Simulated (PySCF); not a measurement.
**LiH: from constants to spectrum**

PBE0 constants of LiH, ¹Σ⁺ (singlet), closed shell (basis Li def2-TZVP, H def2-TZVP; no relativity; PySCF 2.14; masses 7.0160 and 1.0078 u):

```
ωe              : 1411.5 cm⁻¹
ωexe            : 23.2 cm⁻¹
Be              : 7.4915 cm⁻¹
αe              : 0.207 cm⁻¹
D (centrifugal) : 0.000844 cm⁻¹
De to Li + H    : 2.24 eV
```

Task: Give the band origin of the fundamental and the first lines of its P and R branches.

Result: ν0 = ωe − 2ωexe = 1365.1 cm⁻¹, B0 = 7.3880, B1 = 7.1810 cm⁻¹.

```json
{"J″": "0", "P(J″) − ν0": "", "R(J″) − ν0": "14.359"}
{"J″": "1", "P(J″) − ν0": "-14.773", "R(J″) − ν0": "28.283"}
{"J″": "2", "P(J″) − ν0": "-29.939", "R(J″) − ν0": "41.753"}
{"J″": "3", "P(J″) − ν0": "-45.479", "R(J″) − ν0": "54.748"}
{"J″": "4", "P(J″) − ν0": "-61.372", "R(J″) − ν0": "67.248"}
{"J″": "5", "P(J″) − ν0": "-77.598", "R(J″) − ν0": "79.233"}
{"J″": "6", "P(J″) − ν0": "-94.137", "R(J″) − ν0": "90.682"}
```

Task: Near which J would the R branch turn back, without centrifugal distortion?

Result: At J ≈ (B0 + B1)/(2(B0 − B1)) − 1 ≈ 34.

Measured values (Huber and Herzberg, Constants of Diatomic Molecules (1979)): ωe = 1405.65 cm⁻¹, ωexe = 23.2 cm⁻¹, Be = 7.5131 cm⁻¹, αe = 0.2132 cm⁻¹.
